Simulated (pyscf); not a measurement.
Single points on ωB97X-D3(BJ)/def2-SVP structures (PySCF, gas phase).

Question: Estimate by transition-state theory the rate constant of CH₄ + H₃C–SiH•–Cl -> CH₃• + H₃C–SiH₂–Cl (doublet surface; C–H broken, H–Si formed) at 600 K, with ωB97M-D3(BJ)/def2-TZVP energies (ideal gas, 1 atm, RRHO with modes under 100 cm⁻¹ raised to 100, one conformer, R ln 2 for rigid chiral ones; no tunnelling).

Answer: The electronic barrier is 22.8 kcal/mol and the thermal terms add +13.1, so ΔG‡ = 35.9 kcal/mol. With k_BT/h = 1.25e+13 s⁻¹ and RT = 1.192 kcal/mol, and a volume of 8.18e-20 cm³ per molecule at 1 atm, k = 8.7e-20 cm³ molecule⁻¹ s⁻¹. Wigner's tunnelling factor for 1047i cm⁻¹ would be 1.26. A shift of 1 kcal/mol in the barrier changes k by a factor 2.3. One saddle was located; it need not be the lowest between these sides. The angle at the transferred H is 171°.
